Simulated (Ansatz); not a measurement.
Ideal-gas functions of C3H3N, SMILES `C=CC#N` at 500 K and 1 bar, from an Ansatz frequency run at PBE0-D4/def2-TZVP.

Molar mass 53.06 g/mol, point group Cs (symmetry number 1), electronic degeneracy 1, moments of inertia 9.937, 100.931, 110.868 u Å². Harmonic wavenumbers (cm⁻¹, unscaled): 238, 354, 586, 717, 893, 996, 1011, 1110, 1317, 1443, 1696, 2364, 3174, 3195, 3271.

Use S(trans) = R[1.5 ln M + 2.5 ln T − 1.1517]; rotational temperatures θ = 24.2544 K / I; S(rot) = R[ln(√π/σ · √(T³/θAθBθC)) + 1.5]; for each mode x = 1.438777 ν̃/T, S = R[x/(eˣ − 1) − ln(1 − e⁻ˣ)] and H = RT x/(eˣ − 1); 1 cm⁻¹ = 0.0119627 kJ/mol; R = 8.31446 J/(mol·K).

Q: By hand: the entropy, in J/(mol·K).

A: Translation 169.1. Rotation: θ = 2.4408, 0.2403, 0.2188 K, giving 103.3. Vibration, mode by mode: 11.62, 8.51, 4.89, 3.63, 2.43, 1.93, 1.86, 1.48, 0.92, 0.68, 0.37, 0.07, 0.01, 0.01, 0.01, in all 38.4. Electronic 0.0. Sum 310.8 J/(mol·K).

Q: By hand: H − E and G − E in kJ/mol, counted from the electronic energy.

A: Zero-point energy ½ × 22365 × 0.0119627 = 133.8; thermal vibration 11.8; translation, rotation and pV give 4 RT = 16.6. H − E = 162.2 kJ/mol, and G − E = 162.2 − 500 × 310.8/1000 = 6.8 kJ/mol.

Vibration gives 12 % of the entropy.
